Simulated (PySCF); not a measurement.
# Partial charges of `C=C[S-]`

Species: C2H3S (charge -1).
Z-matrix (Å and degrees, PBE0-D3(BJ)/def2-SVP geometry), rows numbered from 1:
```
C 
C   1  1.3619
S   2  1.7178  1  130.07
H   1  1.0966  2  120.86  3    -0.18
H   1  1.0977  2  121.17  3  -179.97
H   2  1.1102  1  113.92  3  -179.90
```

Density: PBE0/pcSseg-1 (PySCF); schemes: Mulliken, IAO, Hirshfeld and ESP-fitted. Geometry: PBE0-D3(BJ)/def2-SVP; no solvent, vibrations or thermal averaging. The pcSseg-1 basis has no diffuse functions, a weakness for an anion. The HOMO energy is positive at this level (+0.26 eV), so the outermost electrons may be held by the finite basis alone.

Tabulate the Mulliken, IAO, Hirshfeld and ESP-fitted charges.

In e:

| atom | environment | Mulliken | IAO | Hirshfeld | ESP-fitted |
| --- | --- | --- | --- | --- | --- |
| C1 | carbon bonded to C and 2 H | -0.296 | -0.469 | -0.241 | -0.599 |
| C2 | alkene CH carbon | -0.262 | -0.218 | -0.120 | -0.011 |
| S3 | sulfur bonded to C | -0.588 | -0.599 | -0.598 | -0.739 |
| H4 | hydrogen on C1 | +0.050 | +0.106 | -0.014 | +0.153 |
| H5 | hydrogen on C1 | +0.035 | +0.091 | -0.017 | +0.112 |
| H6 | vinylic hydrogen | +0.061 | +0.090 | -0.011 | +0.084 |

Mean size of the charges over all atoms: ESP-fitted 0.283 e, IAO 0.262 e, Mulliken 0.215 e, Hirshfeld 0.167 e. Each set sums to the total charge, -1, to within 0.001 e. The IAO scheme projects the occupied orbitals on a minimal set of polarised atomic orbitals and counts the electrons in each atom's part of it.

Lowest charge. All schemes agree: Mulliken S3 (-0.588); IAO S3 (-0.599); Hirshfeld S3 (-0.598); ESP-fitted S3 (-0.739).

Highest charge. The schemes don't all agree: Mulliken H6 (+0.061); IAO H4 (+0.106); Hirshfeld H6 (-0.011); ESP-fitted H4 (+0.153).

How closely do the schemes follow one another over all atoms?

Correlation coefficient and root-mean-square difference: Mulliken with IAO 0.97, 0.081 e; IAO with ESP-fitted 0.96, 0.117 e; Mulliken with Hirshfeld 0.95, 0.077 e; Hirshfeld with ESP-fitted 0.92, 0.188 e; IAO with Hirshfeld 0.91, 0.128 e; Mulliken with ESP-fitted 0.90, 0.180 e.

How many electrons does the ESP-fitted scheme count on C2?

Z − q = 6 − (-0.011) = 6.011.

Sum the charges by element, for elements with more than one atom.

```tsv
element	atoms	Mulliken	IAO	Hirshfeld	ESP-fitted
C	2	-0.558	-0.688	-0.361	-0.609
H	3	+0.146	+0.287	-0.041	+0.348
```

These values come from a run that also computed NMR shieldings. On an Arm Neoverse V1 with one thread, no GPU, shared host, this took 2.9 s of wall time and 0.33 GiB of memory at its peak.
